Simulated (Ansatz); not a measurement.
Tetragonal perovskite BaTiO3 (room-temperature form, which distorts further on cooling)

Calculation: r²SCAN+SOC in Ansatz (plane waves, PAW).

Run with plane-wave cutoff 560 eV, 8×8×8 k mesh, Fermi–Dirac smearing 0.01 eV, PAW data made under PBE.

Cell (relaxed at this level):

```cif
data_BaO3Ti
_chemical_formula_sum 'Ba1 Ti1 O3'
_space_group_name_H-M_alt 'P4mm'
_space_group_IT_number 99
_space_group_name_Hall 'P 4 -2'
_cell_length_a 3.97207
_cell_length_b 3.97207
_cell_length_c 4.11310
_cell_angle_alpha 90.000
_cell_angle_beta 90.000
_cell_angle_gamma 90.000
loop_
_atom_site_label
_atom_site_type_symbol
_atom_site_symmetry_multiplicity
_atom_site_Wyckoff_symbol
_atom_site_fract_x
_atom_site_fract_y
_atom_site_fract_z
_atom_site_occupancy
Ba1 Ba 1 a 0.00000 0.00000 0.00596 1
Ti1 Ti 1 b 0.50000 0.50000 0.52396 1
O1 O 1 b 0.50000 0.50000 0.96670 1
O2 O 2 c 0.00000 0.50000 0.48369 1
```

```json
{
  "bulk_modulus": "113 GPa",
  "band_gap": "2.23 eV (indirect)",
  "smallest_direct_gap_on_the_k_points_sampled": "2.66 eV",
  "pressure derivative B′ of the bulk modulus": "9.7"
}
```

Note: the relaxation could not lower the start's symmetry, so the cell can be a saddle point above a distorted one; the bulk modulus comes from volumes at which shape and atoms were relaxed.

Static lattice: no zero-point or thermal effects.

Computing time: roughly 100 core-minutes.

Ansatz is an electronic-structure program.
